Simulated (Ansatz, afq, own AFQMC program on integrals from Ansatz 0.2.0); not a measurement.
**Where AFQMC and coupled cluster stand for MoNH3, septet**

```xyz
5

Mo   -0.5631    0.0017   -0.0004
N     3.1059   -0.0095    0.0021
H     3.4763   -0.9538    0.0073
H     3.4801    0.4652    0.8167
H     3.4812    0.4566   -0.8169
```

Connectivity, by distances: Mo ··· NH3.

Basis def2-SVP with its core potentials. Only valence electrons are correlated. Ansatz 0.2.0 and our own AFQMC program on the same integrals; the CISD trial comes from CCSD amplitudes, and released means the phaseless constraint is let go. Uncertainties: one standard error, sampling alone. No spin–orbit coupling. The metal's outer-core s and p shells are frozen, which shifts wave-function levels against functionals.

Determinant: UHF, the one that the program's search chose, which needn't be the lowest solution. The geometry is a point of a scan.

No full CI on the walks' own integrals is used here; CCSDT(Q) serves as the reference and is uncertain by about the last step of the cluster series.

Cautions: no spin-orbit coupling; outer-core shells of the metal frozen; lower spins were not checked; higher spins were not checked.

```
T1 diagnostic                               : 0.0088
weight of the determinant in the CISD state : 0.909
⟨S²⟩ of the determinant                     : 12.002
size of the correlated space                : 14 electrons in 55 orbitals
```

Reference: CCSDT(Q), correlation energy -7.356 eV. The released energy is read at 2.60 1/Eh (meV from the phaseless value at times in 1/Eh: -1.7 ± 2.2 at 0.24, -2.0 ± 2.1 at 0.60, -2.9 ± 2.2 at 1.20, -6 ± 3 at 1.80, -4 ± 4 at 2.60).

| level | E − E(reference) (kJ/mol) | share of correlation (%) |
| --- | --- | --- |
| HF | 709.7 | 0.00 |
| MP2 | 75.1 | 89.42 |
| CCSD | 15.2 | 97.85 |
| CCSD(T) | 2.1 | 99.70 |
| CCSDT | 0.9 | 99.87 |
| ph-AFQMC/CISD | 0.5 ± 0.3 | 99.93 |
| released AFQMC | 0.1 ± 0.4 | 99.98 |

A walk keeps the symmetry of its determinant, which the program's search chose and which needn't be the lowest solution, so a lower state of the same spin and another symmetry isn't excluded. Released energies are given only where the last usable release times agree within the noise; a slower fall can still hide under it.
